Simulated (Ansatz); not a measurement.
input.yaml

```yaml
crystal:
  periodic: [false, false, false]
  atoms:
    - { symbol: B, position_ang: [-0.041517, -0.282581, 0.190724] }
    - { symbol: H, position_ang: [0.100765, 0.398059, 1.242777] }
    - { symbol: H, position_ang: [0.914718, -0.115112, -0.485874] }
    - { symbol: H, position_ang: [-1.176959, -0.140537, -0.125508] }
    - { symbol: P, position_ang: [-0.063312, -2.364681, 0.80796] }
    - { symbol: H, position_ang: [-0.279924, -2.649046, -0.54196] }
    - { symbol: H, position_ang: [1.320588, -2.58308, 0.777237] }
    - { symbol: H, position_ang: [0.122641, -0.685422, 1.376943] }
basis:
  gaussian: { orbitals: "6-31G*" }
hamiltonian:
  xc: hf
md:
  timestep: 0.5
  n_steps: 200
  ensemble: nve
  temperature: 100.0
  initial_velocities: maxwell_boltzmann
  seed: 7673
```

Run as:

```bash
$ ansatz run input.yaml --threads 1 --pin off --max-ram 2048MiB --backend cpu --events-out ev --progress --plain --runs-dir out
```

Hardware: 1 thread of Arm Neoverse V1 (shared host).

Roughly how long does this run take, and how much memory?

88 s, with a peak of 0.082 GiB, for 201 ionic steps.
